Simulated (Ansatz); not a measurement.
We consider cuprite Ag2O, described by revPBE (PAW; Ansatz, a program for electronic structure).

Run with plane-wave cutoff 520 eV, 8×8×8 k mesh, Fermi–Dirac smearing 0.01 eV, no spin polarisation, scalar-relativistic PAW data made under PBE.

Cell (relaxed at this level):

```yaml
crystal:
  lattice:
    - [4.87368, 0.00000, 0.00000]
    - [0.00000, 4.87368, 0.00000]
    - [0.00000, 0.00000, 4.87368]
  atoms:
    - { symbol: Ag, position: [0.75000, 0.25000, 0.75000] }
    - { symbol: Ag, position: [0.25000, 0.75000, 0.75000] }
    - { symbol: Ag, position: [0.75000, 0.75000, 0.25000] }
    - { symbol: Ag, position: [0.25000, 0.25000, 0.25000] }
    - { symbol: O, position: [0.00000, 0.00000, 0.00000] }
    - { symbol: O, position: [0.50000, 0.50000, 0.50000] }
```

Question: Give the computed bulk modulus B0 and pressure derivative B′ of the bulk modulus.

Answer: 
- bulk modulus B0 = 60.0 GPa
- pressure derivative B′ of the bulk modulus = 5.3

The run finds no gap.

Note: the gap of the solid is closed in this run; this level leaves the solid without a gap, although one is measured.

Static lattice: no zero-point or thermal effects.

It cost very roughly 2.8 core-minutes of CPU time.
